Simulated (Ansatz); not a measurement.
A made-up structure of CHOSi, doublet:

```
4
angstrom
C -0.8170 0.3060 -0.6166
Si 1.2535 -1.3564 1.1271
O 0.4633 -0.3088 0.3772
H -0.8998 1.3592 -0.8876
```

It is relaxed with PBE-D4/def2-SVP and then PBE0-D4/def2-TZVP (Ansatz 0.2.0). Atoms count as bonded within 1.22 times the sum of their covalent radii (H–H: 0.88 Å). The end point is not checked to be a true minimum.

(1) Does its bonding change? (A judgement: the text doesn't fix the answer.)

Results:

(1) By the calculation: Yes. Formed: C1–O3; broken: none.

Where it ends: The first stage lowers the energy by 1.94 eV in 7 steps. It ends as CHOSi ([CH][O][Si]):
```
4
angstrom
C -0.7926 0.1664 -0.5712
Si 1.2354 -1.1257 1.0675
O 0.1529 -0.3026 0.1655
H -0.5957 1.2618 -0.6618
```

Labels in which every atom is bracketed show which atoms are joined, not bond orders.

For scale, one of the runs: PBE0-D4/def2-TZVP relaxation, 105 basis functions, launched by `ansatz run in.yaml --threads 2 --pin off --events-out ev --progress --plain --max-ram 4352MiB`. Hardware: 2 CPU threads of an Arm Neoverse V2, shared host. Wall time about 30 s.
